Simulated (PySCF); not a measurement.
# quartet PH2 at 6 levels

Wanted: a comparison of 6 runs (UHF/STO-3G, UHF/3-21G, UB3LYP/cc-pVTZ, UM06-2X/cc-pVTZ, USVWN5/cc-pVTZ, UTPSS/cc-pVTZ) of quartet PH2. Input form: a Python script.

The calculation is run with PySCF 2.14.0.

3 further runs of the same task are left out: 3 set aside as unsound or not needed.

**1. The structure to begin with**

The species is PH2 (3 atoms), meant as a quartet with charge 0. SMILES of the parent species: `[PH2]`. The shape is that of a PBE0-D4/def2-TZVP optimisation. That shape belongs to the parent species and isn't relaxed for this state.

Bond lengths: P1–H2 1.424 Å, P1–H3 1.424 Å. Angles: H2–P1–H3 91.5°.

**2. A single-point energy at UHF/STO-3G (run 1)**

Contents of calc.py:

```python
from pyscf import gto, scf

molecule = gto.M(
    atom='''
P      0.525730    -0.309370     0.258210
H      0.114640     1.051490     0.176750
H     -0.640370    -0.742120    -0.434970
''',
    basis='sto-3g',
    verbose=3,
    max_memory=1860,
    spin=3,
)

myscf = scf.UHF(molecule)
myscf.conv_tol = 1e-10
myscf.kernel()
if not myscf.converged:
    myscf = myscf.newton().run(myscf.mo_coeff, myscf.mo_occ)

e_final = myscf.e_tot
print('E = %.10f Eh' % e_final)
```

Launch:

```bash
$ OMP_NUM_THREADS=1 python calc.py
```

Log:

```text
WARN: HOMO 0.352075998921732 >= LUMO -0.273497900964219

converged SCF energy = -337.681716427763  <S^2> = 3.7533971  2S+1 = 4.0016982
E = -337.6817164278 Eh
```

Run time: 0.5 s. Hardware: 1 thread of Arm Neoverse V2, shared host; peak memory 0.099 GiB.

**3. A single-point energy at UHF/3-21G (run 2)**

Contents of input.xyz:

```xyz
3

P      0.525730    -0.309370     0.258210
H      0.114640     1.051490     0.176750
H     -0.640370    -0.742120    -0.434970
```

Contents of run.py:

```python
from pyscf import gto, scf

mol = gto.M(
    atom='input.xyz',
    charge=0,
    verbose=3,
    basis='3-21g',
    max_memory=1860,
    spin=3,
)

myscf = scf.UHF(mol)
myscf.conv_tol = 1e-10
myscf.kernel()
if not myscf.converged:
    myscf = myscf.newton().run(myscf.mo_coeff, myscf.mo_occ)

e_final = myscf.e_tot
print('E(%s) = %.9f' % ('HF', e_final))
```

Launch:

```bash
$ OMP_NUM_THREADS=1 python run.py
```

Log:

```text
WARN: HOMO 0.129695485831479 >= LUMO -0.325024040114895

converged SCF energy = -339.889725634329  <S^2> = 3.753052  2S+1 = 4.0015257
E(HF) = -339.889725634
```

It took 0.52 s on 1 thread of Arm Neoverse V2, shared host; peak memory 0.099 GiB.

Runs 3 to 4 aren't shown in full; the table further down has their settings and results.

**4. A single-point energy at USVWN5/cc-pVTZ (run 5)**

Contents of run.py:

```python
from pyscf import gto, dft

mol = gto.Mole()
mol.atom = [
    ('P', (0.525730, -0.309370, 0.258210)),
    ('H', (0.114640, 1.051490, 0.176750)),
    ('H', (-0.640370, -0.742120, -0.434970)),
]
mol.spin = 3
mol.verbose = 3
mol.max_memory = 1860
mol.basis = 'cc-pvtz'
mol.charge = 0
mol.build()

mf = dft.UKS(mol, xc='svwn')
mf.conv_tol = 1e-10
mf.grids.level = 5
mf.kernel()
if not mf.converged:
    mf = mf.newton().run(mf.mo_coeff, mf.mo_occ)

etot = mf.e_tot
print('Final energy', etot)
```

Launch:

```bash
$ OMP_NUM_THREADS=1 python run.py
```

Log:

```text
WARN: HOMO -0.0257015876000484 >= LUMO -0.301537882116246

WARN: HOMO -0.0584312284324087 >= LUMO -0.270633212092091

WARN: HOMO -0.0505478529213956 >= LUMO -0.25260920069406

WARN: HOMO -0.0533703417855991 >= LUMO -0.255797438308426

WARN: HOMO -0.0530959485397018 >= LUMO -0.254701296621237

WARN: HOMO -0.052996962505472 >= LUMO -0.254534118223761

WARN: HOMO -0.0530406372517671 >= LUMO -0.254590001021783

WARN: HOMO -0.0530383512053607 >= LUMO -0.254584028554462

WARN: HOMO -0.0530381514499902 >= LUMO -0.25458391467556

WARN: HOMO -0.0530380961188488 >= LUMO -0.254583978329991

converged SCF energy = -340.996876600487  <S^2> = 3.7513162  2S+1 = 4.000658
Final energy -340.9968766004874
```

Wall time 3.6 s (1 thread of Arm Neoverse V2, shared host); peak memory 0.19 GiB.

**5. The energy at UTPSS/cc-pVTZ (run 6)**

Contents of calc.py:

```python
from pyscf import gto, dft

molecule = gto.Mole()
molecule.atom = 'P 0.525730 -0.309370 0.258210; H 0.114640 1.051490 0.176750; H -0.640370 -0.742120 -0.434970'
molecule.basis = 'cc-pvtz'
molecule.verbose = 3
molecule.spin = 3
molecule.max_memory = 1860
molecule.build()

mf = dft.UKS(molecule, xc='tpss')
mf.conv_tol = 1e-10
mf.grids.level = 5
mf.kernel()
if not mf.converged:
    mf = mf.newton().run(mf.mo_coeff, mf.mo_occ)

energy = mf.e_tot
print(f'total energy: {energy:.8f} hartree')
```

Launch:

```bash
$ OMP_NUM_THREADS=1 python calc.py
```

Log:

```text
WARN: HOMO -0.024363552715128 >= LUMO -0.306847040103054

WARN: HOMO -0.0682868890868118 >= LUMO -0.254942250916456

WARN: HOMO -0.0566053489723828 >= LUMO -0.229710417474832

WARN: HOMO -0.0601683627577989 >= LUMO -0.233282579025419

WARN: HOMO -0.059863325705849 >= LUMO -0.232148405324634

WARN: HOMO -0.0597025159766584 >= LUMO -0.231985795595566

WARN: HOMO -0.0597760809765973 >= LUMO -0.232081932949946

WARN: HOMO -0.0597702081083273 >= LUMO -0.232068357095901

WARN: HOMO -0.0597707025070235 >= LUMO -0.232068876231884

WARN: HOMO -0.0597706719707514 >= LUMO -0.23206868600011

converged SCF energy = -342.324459066737  <S^2> = 3.7551917  2S+1 = 4.002595
total energy: -342.32445907 hartree
```

It took 11 s on 1 thread of Arm Neoverse V2, shared host; peak memory 0.34 GiB.

**6. Overview of the runs**

```
run            level  integration grid  energy (Eh)  dipole moment (D)   ⟨S²⟩  wall time
  1       UHF/STO-3G                 –  -337.681716               1.76  3.753      0.5 s
  2        UHF/3-21G                 –  -339.889726               0.69  3.753     0.52 s
  3   UB3LYP/cc-pVTZ                 5  -342.311163               0.06  3.753      5.1 s
  4  UM06-2X/cc-pVTZ                 5  -342.260858               0.14  3.754       12 s
  5   USVWN5/cc-pVTZ                 5  -340.996877               0.01  3.751      3.6 s
  6    UTPSS/cc-pVTZ                 5  -342.324459               0.04  3.755       11 s
```

**7. What came out**

| quantity | value |
| --- | --- |
| run 6: total energy | -342.32446 Eh |
| run 6: dipole moment | 0.04 D |
| run 6: HOMO energy (highest over α and β) | -1.63 eV |
| run 6: ⟨S²⟩ | 3.755 |

**Reading.** The dipole moment (its size) runs from 0.01 D (USVWN5/cc-pVTZ) to 1.76 D (UHF/STO-3G). The two ends differ in method and basis. Totals of different functionals can't be ranked against each other. In run 1 the basis is minimal, so the values are rough. All runs together took 33 s, the longest 12 s.
